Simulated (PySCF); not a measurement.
Molecular orbitals of Al2

PBE at R = 2.740 Å; basis Al cc-pV(D+d)Z; no relativity; PySCF 2.14. State: triplet, unpaired electrons σ ↑, π ↑. Only the outer orbitals are listed.

```csv
spin,orbital,occ.,ε (eV),main shells (%)
α,σg,1,-9.34,"91 s, 8 p"
α,σu,1,-6.88,"92 s, 8 p"
α,σg,1,-3.89,"89 p, 10 s"
α,πu,1,-3.85,98 p
α,πu,0,-3.63,98 p
α,πg,0,-2.02,98 p
α,πg,0,-1.85,98 p
β,σg,1,-8.49,92 s
β,σu,1,-6.11,92 s
β,πu,0,-3.30,98 p
β,πu,0,-2.77,98 p
β,σg,0,-2.76,"89 p, 10 s"
```

Question: Which are the highest filled and the lowest empty level, where do they sit, and how wide is the gap?

Answer: Highest filled α πu at -3.85 eV (in %: 98 p); lowest empty α πu at -3.63 eV (in %: 98 p); the gap at PBE is 0.22 eV. Both belong to one degenerate shell, split only by its one-sided filling, so this is no excitation gap.

```
bond order (Mayer) : 1.22
⟨S²⟩               : 2.005
```

The state is the lowest determinant that a PBE0 search found; another state may lie lower at other levels.
